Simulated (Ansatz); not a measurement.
# CH2B+ (quintet): the correlation ladder, cc-pVTZ

One table from this session's results is given with a row withheld; the runs are named, their logs left out.

Program: Ansatz 0.2.0, Gaussian basis. Level of theory: cc-pVTZ, core rule «outside noble gas», up to 2 orbitals frozen. These are calculated values, not measurements.

To be run: UHF; CCSD(T) on ROHF; CCSD(T) on UHF; BCCD(T) on ROHF; CCSDT(Q) on ROHF; CCSDT(Q) on UHF; CASSCF and MRCISD+Q, 8 electrons in 10 orbitals; CASSCF and MRCISD+Q(relaxed), 8 electrons in 10 orbitals; CASSCF and NEVPT2, 8 electrons in 10 orbitals.

5 further runs of the same task are left out: 5 set aside as unsound or not needed. Runs told in other sessions of the task aren't counted.

## The geometry

The geometry is a PBE0/def2-TZVP stationary point (not a proven minimum) of the parent state, kept for this charge and spin.

4 atoms, charge 1, spin multiplicity 5.

Atoms are counted from 1 here; the program's logs count them from 0.

Bond lengths: B1–C2 1.527 Å, B1–H3 1.203 Å, C2–H4 1.092 Å. Angles: C2–B1–H3 121.6°, B1–C2–H4 134.8°.

Set-up of the first run:

The input, in.yaml:

```yaml
crystal:
  periodic: [false, false, false]
  atoms:
    - {symbol: B, position_ang: [0.000000, -0.104832, 0.802428]}
    - {symbol: C, position_ang: [0.000000, -0.044574, -0.723222]}
    - {symbol: H, position_ang: [0.000000, 0.894880, 1.472485]}
    - {symbol: H, position_ang: [0.000000, 0.760676, -1.461216]}
basis:
  gaussian: {orbitals: cc-pVTZ}
total_charge: 1
magnetization: {spin_polarized: true, initial_magnetization: 4}
hamiltonian: {xc: hf}
output: {orbitals: {seedname: orbitals}}
```

Started as:

```
$ ansatz run in.yaml --threads 1 --pin off --events-out ev --progress --plain --max-ram 2560MiB --backend cpu
```

Among the steps run: UHF; CCSD(T) on ROHF; CCSD(T) on UHF; BCCD(T) on ROHF; CCSDT(Q) on ROHF; CCSDT(Q) on UHF; CASSCF and MRCISD+Q, 8 electrons in 10 orbitals; CASSCF and MRCISD+Q(relaxed), 8 electrons in 10 orbitals; CASSCF and NEVPT2, 8 electrons in 10 orbitals.

One table of the session follows, with a row left open; its other results are not shown here.

It belongs to the step «Misses and costs». 

| method | from UCCSDT(Q) (kcal/mol) |
| --- | --- |
| ROHF | +120.03 |
| UHF | +116.71 |
| RMP2 | +24.62 |
| UMP2 | +23.96 |
| RCCSD | +6.25 |
| UCCSD | +5.88 |
| RCCSD(T) | +1.24 |
| UCCSD(T) | +1.14 |
| BCCD(T) | +1.20 |
| RCCSDT | +0.34 |
| UCCSDT | +0.27 |
| RCCSDT(Q) | +0.08 |
| UCCSDT(Q) | 0 |
| CASSCF valence | +73.30 |
| NEVPT2 valence | +15.63 |
| MRCISD valence | +4.30 |
| MRCISD+Q valence | ? |
| MRCISD+Q(relaxed) valence | +0.12 |

**Question.** Estimate the row for MRCISD+Q valence.

The run gave: from UCCSDT(Q) (kcal/mol): +1.30. In the column «from UCCSDT(Q) (kcal/mol)» it lies between RCCSD(T) (+1.24) and MRCISD valence (+4.30).

To keep in mind: Restricted and unrestricted rows rest on different reference determinants; a gap between their highest levels can come from leftover correlation error, from unlike frozen cores or from another state.
